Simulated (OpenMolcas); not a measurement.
# One shape, several levels: singlet CH4FSi−

Wanted: a comparison of 6 runs (HF/STO-3G, B3LYP/6-31G*, B3LYP/6-311+G**, BHLYP/6-311+G**, BLYP/6-311+G**, PBE0/6-311+G**) of singlet CH4FSi−. 

The results are computed with OpenMolcas 26.06.

1 further run of the same task is left out (set aside as unsound or not needed).

## (1) Starting point

The species is CH4FSi− (7 atoms), meant as a singlet with charge -1. SMILES of the parent species: `[CH2][SiH2]F`. The shape is that of a PBE0-D4/def2-TZVP optimisation. This is one conformer, not always the lowest. That shape belongs to the parent species and isn't relaxed for this state.

Bond lengths: C1–Si2 1.828 Å, Si2–F3 1.601 Å, C1–H4 1.085 Å, C1–H5 1.086 Å, Si2–H6 1.486 Å, Si2–H7 1.486 Å. Angles: C1–Si2–F3 109.0°, C1–Si2–H6 111.6°, C1–Si2–H7 111.7°, F3–Si2–H6 107.8°, F3–Si2–H7 107.6°, Si2–C1–H4 122.6°, Si2–C1–H5 122.3°, H6–Si2–H7 109.0°, H4–C1–H5 115.1°.

## (2) The energy at HF/STO-3G (run 1)

Input file calc.input:

```
* CH4FSi Hartree-Fock
&GATEWAY
BasLib=$CurrDir
Coord
7
angstrom
C       -0.871900       0.281100      -0.615800
Si       0.588600      -0.157300       0.392500
F        0.652600      -1.749500       0.550500
H       -1.536000      -0.466000      -1.038500
H       -1.136000       1.310700      -0.837900
H        0.509900       0.430600       1.755300
H        1.854000       0.282500      -0.251700
Basis=STO-3G
Group=NoSym
&SEWARD
&SCF
Charge=-1
Thresholds=1e-10 1e-07 1e-07 1e-05
PrOrbitals=1 2
```

The basis set STO-3G is read from a file made from the Basis Set Exchange's data (not shown).

Command:

```bash
$ export MOLCAS_MEM=1860
$ pymolcas calc.input > calc.log
```

Log:

```text
--- Start Module: gateway ---
[...]
--- Stop Module: gateway /rc=_RC_ALL_IS_WELL_ ---
--- Start Module: seward ---
[...]
      Basis functions           23
--- Stop Module: seward /rc=_RC_ALL_IS_WELL_ ---
[...]
--- Start Module: scf ---
[...]
       Convergence after  14 Iterations
[...]
::    Total SCF energy                               -423.1045580239
[...]
      Total spin, S                                     0.0000000000
[...]
      Total electronic charge=   34.000000
      Total            charge=   -1.000000
[...]
      Dipole Moment (debye):
      Origin of the operator (angstrom)=    0.2871   -0.5189    0.2170
                   X=  3.5657E+00               Y= -2.4157E+00               Z=  2.5622E+00           Total=  5.0115E+00
      Center of Charge (angstrom)
[...]
--- Stop Module: scf /rc=_RC_ALL_IS_WELL_ ---
[...]
```

Wall time 3.3 s (1 thread of AMD EPYC 7R43 (Zen 3), shared host); peak memory 0.37 GiB.

## (3) The energy at B3LYP/6-31G(d) (Cartesian functions) (run 2)

Input file mol.input:

```
&GATEWAY
 BasLib
 $CurrDir
 Coord
 7
 angstrom
 C       -0.871900       0.281100      -0.615800
 Si       0.588600      -0.157300       0.392500
 F        0.652600      -1.749500       0.550500
 H       -1.536000      -0.466000      -1.038500
 H       -1.136000       1.310700      -0.837900
 H        0.509900       0.430600       1.755300
 H        1.854000       0.282500      -0.251700
 Basis
 6-31Gs
 Group
 NoSym

&SEWARD
 GridInput
 Grid=UltraFine
 End of Grid

&SCF
 Charge
 -1
 KSDFT
 B3LYP
 Thresholds
 1e-10 1e-07 1e-07 1e-05
 PrOrbitals
 1 2
```

The basis set 6-31G* is read from a file made from the Basis Set Exchange's data (not shown).

Command:

```bash
$ export MOLCAS_MEM=1860
$ pymolcas mol.input > mol.log
```

Log:

```text
--- Start Module: gateway ---
[...]
--- Stop Module: gateway /rc=_RC_ALL_IS_WELL_ ---
--- Start Module: seward ---
[...]
      Basis functions           57
--- Stop Module: seward /rc=_RC_ALL_IS_WELL_ ---
[...]
--- Start Module: scf ---
[...]
       Convergence after  17 Iterations
[...]
::    Total KS-DFT energy                            -429.8398265857
[...]
      Total spin, S                                     0.0000000000
[...]
      Total electronic charge=   34.000000
      Total            charge=   -1.000000
[...]
      Dipole Moment (debye):
      Origin of the operator (angstrom)=    0.2871   -0.5189    0.2170
                   X=  2.3969E+00               Y= -1.8250E+00               Z=  1.7202E+00           Total=  3.4691E+00
      Center of Charge (angstrom)
[...]
--- Stop Module: scf /rc=_RC_ALL_IS_WELL_ ---
[...]
```

It took 21 s on 1 thread of AMD EPYC 7R43 (Zen 3), shared host; peak memory 0.39 GiB.

Run 3 isn't shown in full; the table further down has it.

## (4) The energy at BHLYP/6-311+G(d,p) (run 4)

Input file run.inp:

```
&GATEWAY
 BASLIB=$CurrDir
 COORD
 7
 angstrom
 C       -0.871900       0.281100      -0.615800
 Si       0.588600      -0.157300       0.392500
 F        0.652600      -1.749500       0.550500
 H       -1.536000      -0.466000      -1.038500
 H       -1.136000       1.310700      -0.837900
 H        0.509900       0.430600       1.755300
 H        1.854000       0.282500      -0.251700
 BASIS=6-311pGss
 GROUP=NoSym

&SEWARD
 GRIDINPUT
 Grid=UltraFine
 End of Grid

&SCF
 CHARGE=-1
 KSDFT=HYB_GGA_XC_BHANDHLYP
 THRESHOLDS=1e-10 1e-07 1e-07 1e-05
 PRORBITALS=0
```

The basis set 6-311+G** is read from a file made from the Basis Set Exchange's data (not shown).

Command:

```bash
$ export MOLCAS_MEM=1860
$ pymolcas run.inp > run.log
```

Log:

```text
--- Start Module: gateway ---
[...]
--- Stop Module: gateway /rc=_RC_ALL_IS_WELL_ ---
--- Start Module: seward ---
[...]
      Basis functions           98
--- Stop Module: seward /rc=_RC_ALL_IS_WELL_ ---
[...]
--- Start Module: scf ---
[...]
       Convergence after  17 Iterations
[...]
::    Total KS-DFT energy                            -429.8543197891
[...]
      Total spin, S                                     0.0000000000
[...]
      Total electronic charge=   34.000000
      Total            charge=   -1.000000
[...]
      Dipole Moment (debye):
      Origin of the operator (angstrom)=    0.2871   -0.5189    0.2170
                   X=  3.2003E+00               Y= -1.7892E+00               Z=  2.2676E+00           Total=  4.3111E+00
      Center of Charge (angstrom)
[...]
--- Stop Module: scf /rc=_RC_ALL_IS_WELL_ ---
[...]
```

Run time: 47 s. Hardware: 1 thread of AMD EPYC 7R43 (Zen 3), shared host; peak memory 0.54 GiB.

Run 5 isn't shown in full; the table further down has it.

## (5) A single-point energy at PBE0/6-311+G(d,p) (run 6)

mol.input, as its differences from that of step 3:

```diff
@@ -1,4 +1,3 @@
 &GATEWAY
- BasLib
- $CurrDir
+ BasLib=$CurrDir
  Coord
@@ -13,6 +12,4 @@
  H        1.854000       0.282500      -0.251700
- Basis
- 6-31Gs
- Group
- NoSym
+ Basis=6-311pGss
+ Group=NoSym
 
@@ -24,9 +21,5 @@
 &SCF
- Charge
- -1
- KSDFT
- B3LYP
- Thresholds
- 1e-10 1e-07 1e-07 1e-05
- PrOrbitals
- 1 2
+ Charge=-1
+ KSDFT=PBE0
+ Thresholds=1e-10 1e-07 1e-07 1e-05
+ PrOrbitals=0
```

The basis set 6-311+G** is read from a file made from the Basis Set Exchange's data (not shown).

Command:

```bash
$ export MOLCAS_MEM=1860
$ pymolcas mol.input > mol.log
```

Log:

```text
--- Start Module: gateway ---
[...]
--- Stop Module: gateway /rc=_RC_ALL_IS_WELL_ ---
--- Start Module: seward ---
[...]
      Basis functions           98
--- Stop Module: seward /rc=_RC_ALL_IS_WELL_ ---
[...]
--- Start Module: scf ---
[...]
       Convergence after  17 Iterations
[...]
::    Total KS-DFT energy                            -429.6469727929
[...]
      Total spin, S                                     0.0000000000
[...]
      Total electronic charge=   34.000000
      Total            charge=   -1.000000
[...]
      Dipole Moment (debye):
      Origin of the operator (angstrom)=    0.2871   -0.5189    0.2170
                   X=  3.0795E+00               Y= -1.8357E+00               Z=  2.1902E+00           Total=  4.2012E+00
      Center of Charge (angstrom)
[...]
--- Stop Module: scf /rc=_RC_ALL_IS_WELL_ ---
[...]
```

Run time: 45 s. Hardware: 1 thread of AMD EPYC 7R43 (Zen 3), shared host; peak memory 0.54 GiB.

## (6) Overview of the runs

| run | level | Cartesian functions | integration grid | energy (Eh) | HOMO energy (eV) | LUMO energy (eV) | HOMO–LUMO gap (eV) | wall time |
| --- | --- | --- | --- | --- | --- | --- | --- | --- |
| 1 | HF/STO-3G | no | – | -423.104558 | 4.44 | 20.37 | 15.93 | 3.3 s |
| 2 | B3LYP/6-31G* (Cartesian functions) | yes | UltraFine | -429.839827 | 2.59 | 6.13 | 3.54 | 21 s |
| 3 | B3LYP/6-311+G** | no | UltraFine | -429.949954 | 1.25 | 3.86 | 2.61 | 49 s |
| 4 | BHLYP/6-311+G** | no | UltraFine | -429.854320 | 0.24 | 4.35 | 4.11 | 47 s |
| 5 | BLYP/6-311+G** | no | UltraFine | -429.886376 | 2.15 | 3.60 | 1.46 | 49 s |
| 6 | PBE0/6-311+G** | no | UltraFine | -429.646973 | 1.08 | 4.07 | 2.99 | 45 s |

## (7) Outcome

| quantity | value |
| --- | --- |
| run 6: total energy | -429.64697 Eh |
| run 6: HOMO energy | 1.08 eV |
| run 6: LUMO energy | 4.07 eV |
| run 6: HOMO–LUMO gap (to an unbound level, set by the basis) | 2.99 eV |

In words: The HOMO–LUMO gap runs from 1.46 eV (BLYP/6-311+G**) to 15.93 eV (HF/STO-3G). The two ends differ in method and basis. The empty levels of an anion lie above zero and hang on the basis. Totals of different functionals can't be ranked against each other. In runs 1, 2, 3, 4, 5, 6 the HOMO lies above zero, so the outermost electron may be held by the basis alone. In run 1 the basis is minimal, so the values are rough. All runs together took 3.6 min, the longest 49 s.
